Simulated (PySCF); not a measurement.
**TDDFT beside published excitation energies**

Published values to compare with (the computed states carry no symmetry labels, so the two lists aren't matched line by line):

```tsv
state	E (eV)	f	kind of transition	source
3A''(n→π*)	2.99		0-0 transition	[1]
1A''(n→π*)	3.24		0-0 transition	[1]
3A''(n→π*)	3.47		vertical absorption	[2]
1A''(n→π*)	3.80	0.000	vertical absorption	[2]
1A''(n→π*)	3.81		vertical absorption	[3]
3A'(π→π*)	4.47		vertical absorption	[2]
1A''(π→π*)	5.51		vertical absorption	[3]
1A''(π→π*)	5.54	0.000	vertical absorption	[2]
```

[1] measured, gas; Loos, Lipparini, Boggio-Pasqua, Scemama, Jacquemin (2019), arXiv:1912.04173, literature columns
[2] computed, theoretical best estimate (aug-cc-pVTZ, frozen core, CC3 geometry), gas; Veril, Scemama, Caffarel, Lipparini, Boggio-Pasqua, Jacquemin, Loos, WIREs Comput. Mol. Sci. 2021, 11, e1517 (QUESTDB)
[3] computed, theoretical best estimate (aug-cc-pVTZ), revised with CC4, gas; Loos, Lipparini, Matthews, Blondel, Jacquemin, revising reference values with EOM-CC4 (2022), arXiv:2204.11658

Species: 2-propynal, C₃H₂O.
SMILES with atom numbers: `[CH:1]#[C:2][CH:3]=[O:4]` (hydrogens: H5 on C1; H6 on C3)

Cartesian coordinates in Å at the PBE0-D3(BJ)/def2-SVP level; atoms count from 1:
```
atom  x, y, z in Å
C1     0.7933    1.1886    0.6791
C2     0.1792    0.2535    0.2111
C3    -0.5576   -0.8882   -0.2976
O4    -0.8973   -1.0150   -1.4453
H5     1.3380    2.0246    1.0812
H6    -0.7924   -1.6597    0.4753
```

Computed with PySCF 2.14.0, density-fitted response routines, TDDFT CAM-B3LYP/def2-SVPD, vertical, gas phase, core orbitals frozen in the response.

Computed singlets: 3.88 eV (f 0.000); 4.91 eV (f 0.000); 5.81 eV (f 0.104); 6.88 eV (f 0.000); 7.46 eV (f 0.005); 8.35 eV (f 0.113); 8.36 eV (f 0.199); 8.54 eV (f 0.059); 8.56 eV (f 0.248); 8.92 eV (f 0.002). Computed triplets (Tamm–Dancoff): 3.27, 4.06, 4.57, 5.61 eV.

**Question.** How does the lowest computed singlet compare with the best estimate listed for the lowest singlet (vertical absorption)?

**Answer.** 3.88 eV against 3.80 eV for 1A''(n→π*) [2]: a difference of +0.08 eV. Geometry and basis of the two calculations needn't be the same.

**Question.** How does the lowest computed triplet compare with the best estimate listed for the lowest triplet (vertical absorption)?

**Answer.** 3.27 eV against 3.47 eV for 3A''(n→π*) [2]: a difference of -0.20 eV. Geometry and basis of the two calculations needn't be the same.

Note on [3]: revises the 2021 QUESTDB value.

Adiabatic (Te) and 0-0 energies refer to the relaxed excited state and aren't the vertical quantity computed here.

All these states lie below the vertical ionisation energy of 10.77 eV (ΔSCF).
